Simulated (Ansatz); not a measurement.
Mulliken charges of H$_{6}$OSi$_{2}$ (`O[SiH2][SiH3]`) from B3LYP/def2-TZVPP in Ansatz (PBE0-D4/def2-TZVP geometry).

```
atom   x (Å)   y (Å)   z (Å)  charge (e)
  O1  -1.609   1.040  -0.762      -0.392
 Si2   0.005   0.933  -0.416       0.429
 Si3   0.544  -1.038   0.739       0.124
  H4  -1.997   0.341  -1.291       0.184
  H5   0.831   0.994  -1.658      -0.094
  H6   0.311   2.125   0.413      -0.072
  H7   2.013  -1.105   0.974      -0.058
  H8   0.146  -2.228  -0.066      -0.065
  H9  -0.156  -1.109   2.050      -0.056
```

Task: By hand: the dipole of these point charges (1 e Å = 4.8032 D).

Result: Σ q r = (0.115, -0.049, -0.067) e Å, of length 0.142 e Å = 0.68 D.

Task: How does the dipole of the full density compare? (Estimate.)

Result: Ansatz gave: (-0.020, -0.193, -0.148) e Å, 1.17 D; the point charges give 0.58 times that, at 60° from its direction.

Point charges leave out the atoms' own dipoles, such as those of lone pairs, and Mulliken's split depends on the basis, so the two needn't agree.

B3LYP here is the variant with VWN-RPA as its local correlation; programs differ in this.
